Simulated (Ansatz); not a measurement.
Structure relaxation of NaRu

All numbers below come from DFT PBE, scalar-relativistic, plane waves, PAW in Ansatz 0.2.0. Cutoff 420 eV, Γ-centred k mesh, Gaussian smearing, no spin polarisation in the final step.

The start puts NaRu on the CuAu (L1_0) structure type (P4/mmm, No. 123), with Na in place of Cu, Ru in place of Au, at a guessed volume.

```
Na Ru
1.0
     2.99611    0.00000    0.00000
     0.00000    2.99611    0.00000
     0.00000    0.00000    3.92705
Na Ru
1 1
Direct
  0.50000 0.50000 0.50000
  0.00000 0.00000 0.00000
```

Cell and atoms relax at zero pressure; the relaxation can't lower the symmetry of the start.

Formation energies are uncorrected and refer to the elements' standard structures at the same level.

(1) Which crystal results?

(2) What are its volume, energy, density and gap?

Results:

(1) It keeps P4/mmm (No. 123), but not the shape of the type it started on. Conventional cell: a = 2.573 Å, c = 5.092 Å. Na is coordinated by 4 Na at 2.57 Å; Ru is coordinated by 4 Ru at 2.57 Å.

```cif
data_structure
_symmetry_space_group_name_H-M 'P4/mmm'
_symmetry_Int_Tables_number 123
_cell_length_a 2.5730
_cell_length_b 2.5730
_cell_length_c 5.0922
_cell_angle_alpha 90.000
_cell_angle_beta 90.000
_cell_angle_gamma 90.000
_cell_volume 33.71
loop_
_atom_site_label
_atom_site_type_symbol
_atom_site_symmetry_multiplicity
_atom_site_Wyckoff_symbol
_atom_site_fract_x
_atom_site_fract_y
_atom_site_fract_z
_atom_site_occupancy
Na1 Na 1 d 0.50000 0.50000 0.50000 1
Ru1 Ru 1 a 0.00000 0.00000 0.00000 1
```

(2) The volume per atom is 16.86 Å³, the density is 6.11 g/cm³ and the energy over the elements is 0.77 eV/atom. The gap on the 18×18×14 mesh is 0 eV (a metal).

The final run used a 18×18×14 mesh on its 2-atom cell and 0.10 eV smearing. The k mesh leaves about 4 meV/atom of noise in metals. Symmetry constrained the relaxation, so the result can be a saddle point.

Cost: 2 runs of about 2.1 core-minutes in all, on Intel Xeon Platinum 8488C (Sapphire Rapids) (shared hosts).